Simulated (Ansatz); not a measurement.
```yaml
crystal:
  periodic: [false, false, false]
  atoms:
    - {symbol: Mn, position_ang: [0.000000, 0.000000, 0.000000]}
    - {symbol: H, position_ang: [0.000000, 0.000000, 1.700000]}
basis:
  gaussian: {orbitals: def2-TZVP}
total_charge: 1
magnetization: {spin_polarized: true, initial_magnetization: 1}
hamiltonian: {xc: pbe0}
relax: {f_tol: 0.004, max_steps: 80}
```

```sh
$ ansatz run in.yaml --threads 1 --pin off --events-out ev --progress --plain --max-ram 2176MiB
```

Steps of the relaxation (energy above the last step; positions in Å, forces in eV/Å):

```
2
step 1, 104.3 meV
Mn    0.000    0.000    0.000    0.000    0.000    1.349
H     0.000    0.000    1.700    0.000    0.000   -1.349
```

```
2
step 2, 0.1 meV
Mn    0.000    0.000    0.072    0.000    0.000   -0.050
H     0.000    0.000    1.628    0.000    0.000    0.050
```

```
2
step 3, 0.0 meV
Mn    0.000    0.000    0.070    0.000    0.000    0.000
H     0.000    0.000    1.630    0.000    0.000    0.000
```

Close pairs at the end: Mn1–H2 1.559 Å.

A stationary point of unrestricted PBE0 after 3 steps, with ⟨S²⟩ = 2.593 against 0.75 for a pure state. 26 s on 1 thread of Intel Xeon Platinum 8488C, shared host.
